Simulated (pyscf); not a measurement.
F–SiH₂–F + F–N•–F → F–SiH(F)–F + :N–F [triplet] + H•, a concerted fragmentation (doublet surface; F–N, H–Si broken, F–Si formed). Structures and frequencies: ωB97X-D3(BJ)/def2-SVP in PySCF. Energies in kcal/mol from the separated reactants.

Small-basis levels: PySCF, no dispersion term, spherical d functions. Open shells are spin-unrestricted. 

Question: In single points MP2/6-31G* puts the saddle at 60.6 kcal/mol and the reaction energy at -11.5 kcal/mol. Should these be trusted to within a few kcal/mol? Compare with ωB97M-D3(BJ)/def2-TZVP.

Answer: ωB97M-D3(BJ)/def2-TZVP gives ΔE‡ = 47.8 kcal/mol and ΔE = +5.3 kcal/mol. MP2/6-31G* lies 12.7 kcal/mol over it in the barrier and 16.9 kcal/mol under it in the reaction energy, so on this step it does not hold to within 3.0 kcal/mol. ωB97M-D3(BJ)/def2-TZVP has limits of its own. The same reactants have a lower exit, to F–NH–F + F–SiH•–F (barrier +27.7 kcal/mol at ωB97M-D3(BJ)/def2-TZVP, against +47.8 kcal/mol here). This is the saddle that the search found; another between the same sides may lie lower. An unrestricted DFT solution here is markedly spin-contaminated.
